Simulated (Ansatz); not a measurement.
The input, for Ansatz 0.2.0:

```yaml
crystal:
  periodic: [false, false, false]
  atoms:
    - {symbol: C, position_ang: [-0.147752, 0.000000, 0.000000]}
    - {symbol: H, position_ang: [-0.510958, 1.027301, 0.000000]}
    - {symbol: H, position_ang: [-0.510958, -0.513650, 0.889668]}
    - {symbol: H, position_ang: [-0.510958, -0.513650, -0.889669]}
    - {symbol: H, position_ang: [1.089248, 0.000000, 0.000000]}
    - {symbol: H, position_ang: [2.204248, 0.000000, 0.000000]}
basis:
  gaussian: {orbitals: 6-31G}
magnetization: {spin_polarized: true, initial_magnetization: 1}
hamiltonian: {xc: {name: r2SCAN}}
output: {forces: true}
```

```sh
$ ansatz run in.yaml --threads 1 --pin off --events-out ev --progress --plain --max-ram 2393MiB
```

Log:

```
287 factors; integrals over basis functions are off by at most 4.9e-4 eV
mean field evaluation 1: about -1110.9570 eV, gradient 2.7e1 eV
mean field evaluation 2: about -1107.9136 eV, gradient 3.3e1 eV
mean field evaluation 4: about -1114.6198 eV, gradient 2.9e-1 eV
mean field evaluation 8: about -1114.6114 eV, gradient 3.9e-3 eV
mean field -1114.61143529 eV, -40.9612147361 hartree, gradient 2.5e-5 eV, S^2 0.757116; 0 other end points of the search recorded, 0 dependent functions left out
the calculation of the forces begins
reference -1114.61144099 eV, -40.9612149456 hartree; 6, 5 occupied and 13, 14 virtual orbitals, 287 factors
Total energy: -1114.61144099 eV, -40.9612149456 hartree
Atom 0 at    -0.147752     0.000000     0.000000 Å, force     0.458666     0.000027     0.000000 eV/Å
Atom 1 at    -0.510958     1.027301     0.000000 Å, force     0.235119     0.220192    -0.000000 eV/Å
Atom 2 at    -0.510958    -0.513650     0.889668 Å, force     0.235112    -0.110108     0.190719 eV/Å
Atom 3 at    -0.510958    -0.513650    -0.889669 Å, force     0.235112    -0.110108    -0.190719 eV/Å
Atom 4 at     1.089248     0.000000     0.000000 Å, force    -1.516428    -0.000005     0.000000 eV/Å
Atom 5 at     2.204248     0.000000     0.000000 Å, force     0.352418     0.000002    -0.000000 eV/Å
Dipole moment:    -0.134779    -0.000000    -0.000000 e Å
```

Forces (eV/Å):
```
C    0.459  0.000  0.000
H    0.235  0.220  0.000
H    0.235 -0.110  0.191
H    0.235 -0.110 -0.191
H   -1.516  0.000  0.000
H    0.352  0.000  0.000
```

Ran on 1 thread of Intel Xeon 6975P-C, shared host: 0.54 s wall, 0.13 GiB peak host memory.
